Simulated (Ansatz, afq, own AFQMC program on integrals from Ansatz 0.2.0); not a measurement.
## Where AFQMC and coupled cluster stand for AlHSCl, doublet

```yaml
atoms:
  - { symbol: S, position_ang: [-0.3209, 1.6329, -0.9745] }
  - { symbol: Al, position_ang: [-0.9604, -0.0067, 0.3488] }
  - { symbol: Cl, position_ang: [-1.1681, -1.9322, -0.5161] }
  - { symbol: H, position_ang: [-0.2521, 0.8129, -2.0503] }
```

Connectivity, by distances: SH–Al–Cl.

Basis def2-TZVP. Noble-gas cores (and the filled d shells of Ga–Kr and In–Xe) are frozen. AFQMC by an in-house program on the Cholesky factors that Ansatz 0.2.0 writes for its CCSD(T) run. ph-AFQMC/CISD is guided by a CISD state made of CCSD amplitudes; releasing the constraint for a short imaginary time cuts its bias at the price of noise, slowly where states lie close. Uncertainties: one standard error, sampling alone.

Determinant: UHF, the one that the program's search chose, which needn't be the lowest solution. The geometry is a PBE0/def2-SVP stationary point of this or a neighbouring charge and spin state.

No full CI on the walks' own integrals is used here. The released AFQMC energy serves as the reference, which it does only where one determinant dominates, the energy is flat over the last release times and near the phaseless one (40 meV or 2 meV an electron, half that with transition metals). On small molecules, where full CI could be run and the noise was under 10 meV, such values lay within 10 meV of it in 19 cases of 20, a flattering rate, since the rule was set on those same cases; what remains of the bias isn't in the error bar.

Cautions: the released value is read at 1.50 1/Eh with a noise of 11 meV, more than in the cases checked (meV from the phaseless value at times in 1/Eh: -9 ± 8 at 0.24, -8 ± 6 at 0.51, -4 ± 7 at 0.99, -8 ± 11 at 1.50).

```
T1 diagnostic                               : 0.0133
weight of the determinant in the CISD state : 0.821
⟨S²⟩ of the determinant                     : 0.754
size of the correlated space                : 17 electrons in 102 orbitals
```

| level | correlation energy (eV) |
| --- | --- |
| MP2 | -11.0285 |
| CCSD | -12.1065 |
| CCSD(T) | -12.6529 |

(1) Estimate where AFQMC with the constraint released lies against CCSD(T) on the same integrals.

(1) 1.39 ± 0.25 kcal/mol below CCSD(T).

Reference: AFQMC with the constraint released, correlation energy -12.713 ± 0.011 eV.

```json
{"level": "CCSD(T)", "E − E(reference) (kcal/mol)": "1.39 ± 0.25", "share of correlation (%)": "99.52"}
{"level": "ph-AFQMC/CISD", "E − E(reference) (kcal/mol)": "0.18 ± 0.32", "share of correlation (%)": "99.94"}
```

Released energies are given only where the last usable release times agree within the noise; a slower fall can still hide under it.
